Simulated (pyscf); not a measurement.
A first-order saddle from PySCF, ωB97X-D3(BJ)/def2-SVP:

```
Si
O 1 1.5829
O 1 1.5829 2 115.93
H 3 1.3793 1 87.37 2 -0.05
H 4 1.1142 3 124.70 1 0.03
H 1 1.4743 2 122.04 5 -179.92
```
Charge 0, spin multiplicity 2.

Surface: doublet, charge 0. Lowest wavenumbers (cm⁻¹): 930i, 415, 420, 579, 809.

What reaction is this the transition state of?

O=SiH–OH + H• ⇌ O=SiH–OH + H•, an exchange of partners read from left to right: H–O broken and H–O formed. At CCSD(T)/def2-TZVPP + ΔMP2(QZVPP) it lies +25.1 kcal/mol from the left side and +25.1 kcal/mol from the right (each side as separated species at their lowest minima found). The same reactants have a lower exit, to [O=Si–OH]• + H₂ (barrier +5.1 kcal/mol at ωB97M-D3(BJ), against +23.4 kcal/mol here). O=SiH–OH lies 9.8 kcal/mol over its isomer HO–Si:–OH [singlet] (electronic energy, ωB97M-D3(BJ)). One saddle was located; it need not be the lowest between these sides. The CCSD(T) − MP2 part came from Ansatz, without density fitting, on the same reference.
